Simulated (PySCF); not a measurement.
**Reproducing measurements on thioformaldehyde**

**What was measured.**

NIST CCCBDB Release 22 (SRD 101), experimental dipoles lists, for the gas: dipole moment 1.647 ± 0.0014 D.

The results are set against them at the end.

Species: thioformaldehyde, CH2S.
Numbering: `[CH2:1]=[S:2]` (hydrogens: H3, H4 on C1)

Structure used (CAM-B3LYP/def2-TZVP), in Å, numbered top down from 1:
```
atom  x, y, z in Å
C1    -0.0990   -0.0109   -0.0258
S2     1.3814    0.1829    0.5374
H3    -0.5666    0.7081   -0.6940
H4    -0.7056   -0.8756    0.2321
```

The PySCF runs (gas phase, on this CAM-B3LYP/def2-TZVP geometry; no spin–orbit coupling):

| level | job | basis functions | wall time |
| --- | --- | --- | --- |
| CAM-B3LYP/def2-TZVP, grid level 1 | geometry optimisation from a GFN2-xTB start | 80 | 4.9 s |

Hardware: Arm Neoverse V1, one thread, shared host.

Results beside the measurements:

**Dipole moment.** Measured: 1.647 D (NIST CCCBDB Release 22 (SRD 101), experimental dipoles).

```json
{"level": "CAM-B3LYP/def2-TZVP", "computed (D)": "1.732", "computed − measured (D)": "+0.085", "% (from the printed values)": "+5"}
```

The computed dipoles belong to one fixed geometry; measured ones are averaged over vibrations unless marked μe. Magnitudes are compared, not signs.

No measured geometry was used, and the causes of the misses weren't examined.
